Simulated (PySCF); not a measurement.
# Relaxation of singlet SiF₂

Level of theory: PBE0 in PySCF with Si def2-TZVP, F def2-TZVP; no relativity; density-fitted integrals. A (50,194) grid was used.

A hand-made bent start, of C2v symmetry, held to at least that symmetry:

```xyz
3
charge 0 multiplicity 1, angstrom
Si    0.0000    0.0000   -0.5946
F     1.4745    0.0000    0.4378
F    -1.4745    0.0000    0.4378
```

(1) What forces act on the atoms at the start (eV/Å)?

(2) What does it relax to?

(3) How much energy is released, and in how many steps?

Results:

(1) 
```
atom     Fx    Fy     Fz
 Si1   0.00  0.00   3.59
  F2  -3.32  0.00  -1.80
  F3   3.32  0.00  -1.80
```

(2) It ends at C2v with Si–F 1.601 Å (×2); F–Si–F 100.6° (after a last refinement on a finer grid). A frequency run shows a minimum. Other isomers or separated fragments may lie lower.

(3) 95.7 kJ/mol in 6 steps.
